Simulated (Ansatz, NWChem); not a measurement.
**Worked example: the enthalpy of formation of C3H3 (propargyl radical)**

C3H3 has 6 atoms, charge 0, and is taken as a doublet. SMILES: `[CH]=C=C`. The coordinates come from a PBE0-D4/def2-TZVP relaxation.

```xyz
6

C    -1.2974   -0.3720   -0.6607
C    -0.2433   -0.0698   -0.1240
C     0.9337    0.2678    0.4753
H    -2.2160   -0.6357   -1.1281
H     1.8651    0.2344   -0.0758
H     0.9580    0.5754    1.5132
```

Total energies at UB3LYP/6-31G* (spherical functions) (NWChem 7.3.0); the atoms run unrestricted:

| species | state | energy (Eh) |
| --- | --- | --- |
| C3H3 | doublet | -115.998461 |
| C | triplet | -37.844694 |
| H | doublet | -0.500273 |

Harmonic wavenumbers at UPBE0-D4/def2-TZVP, in cm⁻¹: 359, 408, 472, 643, 690, 1025, 1100, 1451, 2017, 3166, 3260, 3474.

Measured heats of formation of the gaseous atoms at 298.15 K, in kJ/mol: C 716.9, H 218.0. Take 1 Eh = 2625.50 kJ/mol, 1 cm⁻¹ = 0.0119627 kJ/mol, RT = 2.479 kJ/mol.

Work out the heat of formation of the gas at 298 K.


1. Electronic atomisation energy: 3 × (-37.844694) + 3 × (-0.500273) − (-115.998461) = 0.963560 Eh = 2529.8 kJ/mol.
2. Zero-point energy: half the sum of the wavenumbers, 9032.5 cm⁻¹ = 108.1 kJ/mol.
3. Thermal vibrational enthalpy, Σ hcν̃/(exp(hcν̃/kT) − 1): 3.2 kJ/mol. Translation, rotation and pV of a non-linear molecule: 4 RT = 9.9 kJ/mol.
4. The 6 free atoms carry 5/2 RT each: 37.2 kJ/mol.
5. Spin-orbit coupling lowers the free atoms by 3 × 0.02 = 0.1 kJ/mol.
6. Atomisation enthalpy at 298 K: 2529.8 − 0.1 − 108.1 − 3.2 − 9.9 + 37.2 = 2445.7 kJ/mol.
7. Sum of the atoms' heats of formation: 2804.7 kJ/mol. Heat of formation: 2804.7 − 2445.7 = +359.0 kJ/mol.

The tabulated value is +351.5 kJ/mol (Active Thermochemical Tables), so this level is off by +7.5 kJ/mol, or 0.3 % of the atomisation enthalpy that the table implies (2453.1 kJ/mol). So close a hit in a small basis owes something to errors that cancel. Anharmonicity and any spin-orbit splitting of the molecule are left out.
